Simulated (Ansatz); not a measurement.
This script for the Python package of Ansatz (0.2.0) starts 4 runs on C₃H₅S₂, SMILES [CH]1SCCS1. What input does the engine get in each?

`methods_c3h5s2.py`:
```python
"""One geometry of C3H5S2, method by method."""

from pathlib import Path

import ansatz
import numpy as np

config = {
    "basis_set": "def2-SVP",
}


def main() -> None:
    mol = (
        ansatz.Crystal.molecule()
        .atom("C", [1.8631, -0.0946, -0.1001])
        .atom("S", [0.7856, -0.9492, -1.2828])
        .atom("C", [-0.6466, -0.6429, -0.2245])
        .atom("C", [-0.6543, 0.8304, 0.1306])
        .atom("S", [1.0259, 1.3773, 0.5749])
        .atom("H", [2.1153, -0.7846, 0.7319])
        .atom("H", [-0.567, -1.2594, 0.6968])
        .atom("H", [-1.579, -0.9146, -0.7627])
        .atom("H", [-0.9982, 1.4223, -0.7443])
        .atom("H", [-1.3448, 1.0153, 0.9801])
    )

    base = mol.calculation().basis(gaussian=config["basis_set"]).spin("collinear", total=1)

    print("functional    E (Ha)        dipole (D)   HOMO (eV)  LUMO (eV)")
    for name in ["hse06", "pbe", "r2scan0", "hf"]:
        summary = base.functional(name).forces().orbitals().run(runs_dir="runs").report
        lines = Path(summary["orbitals_path"]).read_text().splitlines()
        field_of = lambda key: [line.split("=")[1].strip() for line in lines if line.startswith(key)]
        orbitals = [(27.211386 * float(e), s, float(n)) for e, s, n in zip(field_of("Ene="), field_of("Spin="), field_of("Occup="))]
        homo = max(e for e, _, n in orbitals if n > 0.5)
        lumo = min(e for e, _, n in orbitals if n < 0.5)
        dipole = 4.803205 * np.linalg.norm(summary["charge_distribution"]["dipole_moment_e_ang"])
        print(f"{name:10s} {summary['free_energy_ev'] / 27.211386246:14.6f} {dipole:9.3f} {homo:11.3f} {lumo:10.3f}")


if __name__ == "__main__":
    main()
```

Run 1:
```yaml
crystal:
  periodic: [false, false, false]
  atoms:
    - { symbol: C, position_ang: [1.8631, -0.0946, -0.1001] }
    - { symbol: S, position_ang: [0.7856, -0.9492, -1.2828] }
    - { symbol: C, position_ang: [-0.6466, -0.6429, -0.2245] }
    - { symbol: C, position_ang: [-0.6543, 0.8304, 0.1306] }
    - { symbol: S, position_ang: [1.0259, 1.3773, 0.5749] }
    - { symbol: H, position_ang: [2.1153, -0.7846, 0.7319] }
    - { symbol: H, position_ang: [-0.567, -1.2594, 0.6968] }
    - { symbol: H, position_ang: [-1.579, -0.9146, -0.7627] }
    - { symbol: H, position_ang: [-0.9982, 1.4223, -0.7443] }
    - { symbol: H, position_ang: [-1.3448, 1.0153, 0.9801] }
basis:
  gaussian:
    orbitals: def2-SVP
hamiltonian:
  xc: hse06
magnetization:
  spin_polarized: true
  initial_magnetization: 1.0
output:
  orbitals: {}
  forces: true
```

Run 2, against run 1:
```diff
-  xc: hse06
+  xc: pbe
```

Run 3, against run 1:
```diff
-  xc: hse06
+  xc: r2scan0
```

Run 4, against run 1:
```diff
-  xc: hse06
+  xc: hf
```

```console
$ python methods_c3h5s2.py
functional    E (Ha)        dipole (D)   HOMO (eV)  LUMO (eV)
hse06         -912.861773     2.562      -5.901     -3.031
pbe           -912.802583     2.590      -4.933     -3.679
r2scan0       -913.157610     2.547      -6.543     -2.284
hf            -911.164334     2.376      -9.289      2.041
```

Caveats:
- The settings weren't tested for convergence.
- The geometry is a force-field or estimated start, not a minimum of this method, and the basis set is short of its limit. A lower total doesn't mark the better method: functionals have no common bound, and MP2 and coupled cluster aren't variational.
- The species is open-shell (spin multiplicity 2).
- Levels such as HOMO and LUMO are orbital energies: with these approximate functionals they aren't the ionisation energy and electron affinity, and their gap isn't the fundamental gap.
- hse06 follows the composition of plane-wave codes, whose totals differ by tens of mHa, up to about 0.1 Ha, from the form usual in Gaussian-basis programs (wpbeh).
- It ran for 64 s on 1 thread of Arm Neoverse N1, with other jobs on the host, peak memory 0.43 GiB.
